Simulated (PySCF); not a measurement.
C₄H₅F.
SMILES with atom numbers: `[CH2:1]=[CH:2][C:3](=[CH2:4])[F:5]` (hydrogens: H6, H7 on C1; H8 on C2; H9, H10 on C4)

Method used: core-valence-separated Tamm–Dancoff BHandHLYP/aug-pcX-1 (pcseg-1 on H) in PySCF, non-relativistic, gas phase, PBE0-D3(BJ)/def2-SVP geometry.

Computed carbon K-edge spectrum, Gaussian lines of 0.3 eV full width, highest printed point 100; it ends one width below the last computed root. Absolute energies from this functional tend to lie a few eV below measured edges; no shift was applied.

(photon energy (eV), absorption): (281.8, 1), (281.9, 10), (282.0, 38), (282.1, 81), (282.2, 100), (282.3, 92), (282.4, 93), (282.5, 89), (282.6, 78), (282.7, 84), (282.8, 80), (282.9, 46), (283.0, 15), (283.1, 3), (283.2, 0), (283.3, 0), (283.4, 0), (283.5, 0), (283.6, 0), (283.7, 0), (283.8, 0), (283.9, 0), (284.0, 0), (284.1, 0), (284.2, 0), (284.3, 0), (284.4, 1), (284.5, 9), (284.6, 36), (284.7, 80), (284.8, 96), (284.9, 62), (285.0, 22), (285.1, 4), (285.2, 0), (285.3, 0), (285.4, 0), (285.5, 1), (285.6, 4), (285.7, 10), (285.8, 19), (285.9, 27), (286.0, 37), (286.1, 49), (286.2, 58), (286.3, 58), (286.4, 48), (286.5, 41), (286.6, 44), (286.7, 43), (286.8, 32), (286.9, 17), (287.0, 8), (287.1, 8), (287.2, 14), (287.3, 19), (287.4, 22), (287.5, 23)

Where are the maxima, and which lines make them up?

6 maxima:
- 282.2 eV: C1 (terminal =CH2 carbon), 282.17 eV, f = 0.059, 1s→π*, 90 % of the height at the exact maximum
- 282.4 eV: C4 (terminal =CH2 carbon), 282.46 eV, f = 0.052, 1s→π*, 86 % of the height at the exact maximum
- 282.7 eV: C2 (alkene CH carbon), 282.77 eV, f = 0.052, 1s→π*, 92 % of the height at the exact maximum
- 284.8 eV: C3 (vinylic C–F carbon), 284.78 eV, f = 0.063, 1s→π*, 100 % of the height at the exact maximum
- 286.3 eV: C4 (terminal =CH2 carbon), 286.33 eV, f = 0.027, 60 % of the height at the exact maximum; C2 (alkene CH carbon), 286.15 eV, f = 0.018, 34 % of the height at the exact maximum
- 286.6 eV: C1 (terminal =CH2 carbon), 286.62 eV, f = 0.022, 76 % of the height at the exact maximum; C2 (alkene CH carbon), 286.80 eV, f = 0.012, 19 % of the height at the exact maximum

Further lines of some strength in the range: C4, 285.82 eV, f = 0.010; C1, 286.02 eV, f = 0.011.

Roots within 0.03 eV on the same or equivalent atoms count as one line; shares under 12 % aren't listed.

Vibrational structure and lifetime widths aren't in the curve. The ionisation threshold wasn't computed; near and above it a finite basis only mimics Rydberg series and continuum.

The values belong to the conformer `[CH2:1]=[CH:2][C:3](=[CH2:4])[F:5]`: C1–C2–C3–C4 180°.
